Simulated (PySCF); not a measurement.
# Solvent effects on NMR parameters

Molfile (atoms numbered from 1):
```
CH5P
     RDKit          3D

  7  6  0  0  0  0  0  0  0  0999 V2000
    1.1185   -0.0156   -0.1381 C   0  0  0  0  0  0  0  0  0  0  0  0
   -0.5426   -0.0431    0.0368 P   0  0  0  0  0  5  0  0  0  0  0  0
    1.5330    0.7177   -0.8340 H   0  0  0  0  0  0  0  0  0  0  0  0
    1.6434   -0.9698   -0.0469 H   0  0  0  0  0  0  0  0  0  0  0  0
   -1.0910    1.2525    0.2160 H   0  0  0  0  0  0  0  0  0  0  0  0
   -0.9581   -0.7791    1.1761 H   0  0  0  0  0  0  0  0  0  0  0  0
   -1.5692   -0.5414   -0.8747 H   0  0  0  0  0  0  0  0  0  0  0  0
  1  2  2  0
  1  3  1  0
  1  4  1  0
  2  5  1  0
  2  6  1  0
  2  7  1  0
M  END
```

GIAO PBE0/pcSseg-1 in PySCF 2.14.0 with density-fitted response routines on one PBE0-D3(BJ)/def2-SVP conformer, non-relativistic, equivalent nuclei averaged. Solvents enter as an IEF-PCM continuum (dimethylsulfoxide with ε = 46.8, water with ε = 78.4) around the gas-phase geometry. Shifts are referred to TMS computed in the same medium.

Gas phase, δ in ppm: C1 -28.8, H5/H6/H7 6.67, H3/H4 -0.86. Dipole moment 2.27 D.

(1) How does each δ change in the continuum?

(2) Which of the listed nuclei move most (in ppm), and what does the model miss?

## Answers

(1) 
```tsv
atoms	environment	Δδ, dimethylsulfoxide	Δδ, water
C1	carbon double-bonded to a heavier main-group atom	-4.1	-4.2
H5/H6/H7	hydrogen on a phosphorus bonded to C	-0.08	-0.08
H3/H4	hydrogen on a carbon double-bonded to a heavier main-group atom	-0.32	-0.33
```

Changes are relative to the gas phase. The dipole moment becomes 3.42 D in dimethylsulfoxide, 3.44 D in water.

(2) C1 (carbon double-bonded to a heavier main-group atom, -4.2 ppm) in water. A continuum only polarises the solute; specific hydrogen bonds, the anisotropy of aromatic solvents and changes of geometry or conformer are outside it.
